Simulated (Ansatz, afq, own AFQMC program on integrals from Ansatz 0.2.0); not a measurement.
Integrals from Ansatz 0.2.0, then the random walk in our own AFQMC program (afq).

```yaml
crystal:
  periodic: [false, false, false]
  atoms:
    - {symbol: Mo, position_ang: [0.000000, 0.000000, -0.223933]}
    - {symbol: O, position_ang: [0.000000, 0.000000, -1.890133]}
    - {symbol: Cl, position_ang: [0.000000, 0.000000, 2.114067]}
basis:
  gaussian: {orbitals: def2-TZVP}
total_charge: 1
magnetization: {spin_polarized: false, initial_magnetization: 2}
correlation: {method: ccsd_t, electrons: outside_noble_gas, hamiltonian_folder: ham}
```

```sh
$ ansatz run in.yaml --threads 1 --pin off --events-out ev --progress --plain --max-ram 24576MiB --backend cuda --devices 0, --max-vram 18GiB
```

Options of the walk:

```
--method phaseless --trial cisd --walkers 1600 --populations 20 --least-time 60 --time-step 0.005 --steps-per-block 50 --equilibration-blocks 40 --max-blocks 4000 --target-error 0.00026 --factor-cut 1e-05 --start spin_pure --seed 4176 --release-times 0.24,0.6,1.2,1.8,2.6 --release-step 0.04 --release-every 4 --taylor-order 6
```

Times are imaginary, in 1/Eh. The walk had a cap of 361 s. With eight or more populations the least sampling time is a fifth of least-time, and the error comes from their spread. Core potentials past Kr, no spin–orbit coupling.

Log:

```
orbitals 98  electrons 10 8  factors 723 of 774
reference energy -601.67564493 Eh
CCSD correlation -0.58803614 Eh in 17 cycles, weight of the determinant in the CISD state 0.7761
energy of the start -602.263669 Eh
 block  time / (1/Eh)  mean weight  energy / Eh
     1     0.250  0.9997  -602.253209
     2     0.500  0.9997  -602.268983
     3     0.750  1.0001  -602.277165
     4     1.000  1.0001  -602.282902
     5     1.250  1.0005  -602.288832
     8     2.000  1.0004  -602.295465
    13     3.250  1.0004  -602.300056
    31     7.750  0.9998  -602.311441
    49    12.250  0.9999  -602.307403
    67    16.750  0.9997  -602.308860
    85    21.250  1.0003  -602.302995
   103    25.750  1.0005  -602.303026
   121    30.250  0.9998  -602.296101
   139    34.750  0.9995  -602.303152
   145    36.250  1.0010  -602.315318
   157    39.250  1.0008  -602.314392
   175    43.750  0.9995  -602.305495
   193    48.250  0.9997  -602.306155
   211    52.750  1.0007  -602.298724
   229    57.250  0.9998  -602.301733
   247    61.750  0.9997  -602.303635
   253    63.250  1.0000  -602.309215
error from the spread of 20 populations
released: time / (1/Eh)  energy / Eh  error  mean overlap
  0.24  -602.305832  0.000488  0.9983
  0.60  -602.306975  0.000566  0.9928
  1.20  -602.308089  0.000989  0.9787
  1.80  -602.308555  0.001320  0.9747
  2.60  -602.311627  0.002874  0.9637
energy -602.305311 +/- 0.000626 Eh
(rows thinned)
```

The run passed its tests (sampling time, drift between the halves within three errors, error under three times the target), which doesn't prove that it has relaxed, ending at its cap on processor time.

Against this walk (error 17.0 meV) on the same determinant: CCSD(T) 13.5 meV higher (within the noise). The error is statistical and leaves out the bias of the constraint. None of these is a sure reference here. The released energies are still falling (meV from the phaseless value at times in 1/Eh: -14 ± 13 at 0.24, -45 ± 15 at 0.60, -76 ± 27 at 1.20, -88 ± 36 at 1.80, -172 ± 78 at 2.60), so they give no level.

Cautions: constraint bias not in the error; error above the target (17.0 against 7.1 meV); no spin-orbit coupling; outer-core shells of the metal frozen; higher spins were not checked; a spin-contaminated unrestricted determinant lies lower (UHF 559 meV lower, ⟨S²⟩ 2.56); raised T1 diagnostic (T1 0.041, weight of the determinant 0.78, largest double 0.07); (T) is large, 7 % of the CCSD correlation; the bias of populations of 80 walkers isn't removed.

The walk took 6.1 min on 1 × NVIDIA H100 80GB HBM3 with 2 threads of AMD EPYC 7R13 Processor (Zen 3) (shared host) (the card was shared). The log's last line is the phaseless energy.

A walk keeps the symmetry of its determinant, which the program's search chose and which needn't be the lowest solution, so a lower state of the same spin and another symmetry isn't excluded.
